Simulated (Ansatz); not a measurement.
**UCAM-B3LYP/STO-3G run of SiH2SF (SMILES F[SiH]S)**

What is the vertical doublet–quartet gap of SiH2SF at UCAM-B3LYP/STO-3G? 

The calculation is run with Ansatz 0.2.0.

72 further runs of the same task are left out: 4 that didn't finish, 68 set aside as unsound or not needed.

## (1) Starting point

SiH2SF: 5 atoms, total charge 0, spin state doublet. SMILES: `F[SiH]S`. The coordinates come from a PBE0-D4/def2-TZVP relaxation. This is one conformer, not always the lowest.

Bond lengths: F1–Si2 1.603 Å, Si2–S3 2.122 Å, Si2–H4 1.489 Å, S3–H5 1.344 Å. Angles: F1–Si2–S3 112.5°, F1–Si2–H4 107.6°, S3–Si2–H4 105.3°, Si2–S3–H5 95.0°.

## (2) A single-point energy at UCAM-B3LYP/STO-3G

Contents of in.yaml:

```yaml
basis:
  gaussian:
    orbitals: STO-3G
crystal:
  periodic: [false, false, false]
  atoms:
    - {symbol: F, position_ang: [-1.242300, -0.527200, 1.134200]}
    - {symbol: Si, position_ang: [-0.629400, -0.168000, -0.303300]}
    - {symbol: S, position_ang: [1.400700, 0.438500, -0.191800]}
    - {symbol: H, position_ang: [-0.621800, -1.416500, -1.115500]}
    - {symbol: H, position_ang: [1.142700, 1.599500, 0.435000]}
magnetization:
  spin_polarized: true
  initial_magnetization: 1
hamiltonian:
  xc: {name: CAM-B3LYP}
accuracy: high
```

Launch:

```sh
$ ansatz run in.yaml --threads 1 --pin off --max-ram 2610MiB --events-out events.jsonl --progress --plain --runs-dir runs
```

The log of the run:

```text
Warning: RAYON_NUM_THREADS=1 ignored (pool sized by the plan → 1); use --threads N
Functional definition: CAM-B3LYP
  name "CAM-B3LYP"
  parameter alpha = 0.19
  parameter beta = 0.46
  parameter omega = 0.33/bohr
  parameter ac = 0.81
  exchange = (1 - alpha - beta)*b88_x + beta*b88_x_sr(omega) + alpha*exact_x + beta*exact_x_lr(omega)
  correlation = (1 - ac)*vwn5_c + ac*lyp_c
461 factors; integrals over basis functions are off by at most 2.7e-8 eV
180 factors; integrals over basis functions are off by at most 1.0e-9 eV
mean field evaluation 1: about -21206.9985 eV, gradient 1.3e1 eV
mean field evaluation 2: about -21207.6622 eV, gradient 1.2e1 eV
mean field evaluation 4: about -21208.6390 eV, gradient 4.5e-1 eV
mean field evaluation 8: about -21208.6283 eV, gradient 7.1e-3 eV
mean field evaluation 16: about -21208.6283 eV, gradient 1.4e-6 eV
mean field -21208.62827921 eV, -779.4027135363 hartree, gradient 6.6e-8 eV, S^2 0.751943; 0 other end points of the search recorded, 0 dependent functions left out
reference -21208.62829190 eV, -779.4027140027 hartree; 21, 20 occupied and 4, 5 virtual orbitals, 461 factors
Total energy: -21208.62829190 eV, -779.4027140027 hartree
```

Run time: 3.3 s. Hardware: 1 thread of Arm Neoverse V1, shared host; peak memory 0.15 GiB.

## (3) The quartet, same level

Contents of molecule.yaml:

```yaml
crystal:
  periodic: [false, false, false]
  atoms:
    - {symbol: F, position_ang: [-1.242300, -0.527200, 1.134200]}
    - {symbol: Si, position_ang: [-0.629400, -0.168000, -0.303300]}
    - {symbol: S, position_ang: [1.400700, 0.438500, -0.191800]}
    - {symbol: H, position_ang: [-0.621800, -1.416500, -1.115500]}
    - {symbol: H, position_ang: [1.142700, 1.599500, 0.435000]}
basis:
  gaussian: {orbitals: STO-3G}
magnetization: {spin_polarized: true, initial_magnetization: 3}
hamiltonian: {xc: {name: CAM-B3LYP}}
accuracy: high
```

Launch:

```sh
$ ansatz run molecule.yaml --threads 1 --pin off --max-ram 2610MiB --events-out events.jsonl --progress --plain --runs-dir runs
```

The log of the run, cut to the lines that bear on the results:

```text
Warning: RAYON_NUM_THREADS=1 ignored (pool sized by the plan → 1); use --threads N
[... 2 set-up lines as earlier in the session ...]
[...]
461 factors; integrals over basis functions are off by at most 2.7e-8 eV
180 factors; integrals over basis functions are off by at most 1.0e-9 eV
[...]
mean field -21200.15159065 eV, -779.0912009775 hartree, gradient 2.2e-8 eV, S^2 3.753399; 4 other end points of the search recorded, 0 dependent functions left out
reference -21200.15160329 eV, -779.0912014422 hartree; 22, 19 occupied and 3, 6 virtual orbitals, 461 factors
Total energy: -21200.15160329 eV, -779.0912014422 hartree
```

It took 4.2 s on 1 thread of Arm Neoverse V1, shared host; peak memory 0.15 GiB.

## (4) Outcome

Level: UCAM-B3LYP/STO-3G.

```
                                        quantity          value
                           doublet: total energy  -779.40271 Eh
                                   doublet: ⟨S²⟩          0.752
                           quartet: total energy  -779.09120 Eh
                                   quartet: ⟨S²⟩          3.753
vertical energy of the quartet above the doublet       8.477 eV
```

What this shows: At this shape the quartet lies 8.48 eV (818 kJ/mol) above the doublet. In a minimal basis such a difference can be off by several eV, whatever the method.
